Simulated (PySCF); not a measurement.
Na(Cl) anion (ClNa), SMILES [Na][Cl] (connectivity only; charge and spin as stated), charge -1, multiplicity 2. Coordinates come from a PBE-D3(BJ)/def2-TZVPD optimisation. The spin state was assumed, not searched.

Level of theory: PySCF with PBE-D3(BJ)/def2-TZVPD.

Harmonic wavenumbers (cm⁻¹): 256. Rotational constants (GHz): 5.699 (linear); symmetry number 1.

Work out the zero-point energy and the ideal-gas rigid-rotor harmonic-oscillator thermochemistry at 298.15 K and 1 atm.

ZPE = ½ Σ hcν = ½ × 256 cm⁻¹ = 1.53 kJ/mol. H − E(el) = 11.46 kJ/mol. Entropy in J/(mol K): translation 159.48, rotation 66.47, vibration 7.08, spin 5.76, total 238.79. G − E(el) = -59.73 kJ/mol. Cp = 36.44 J/(mol K).
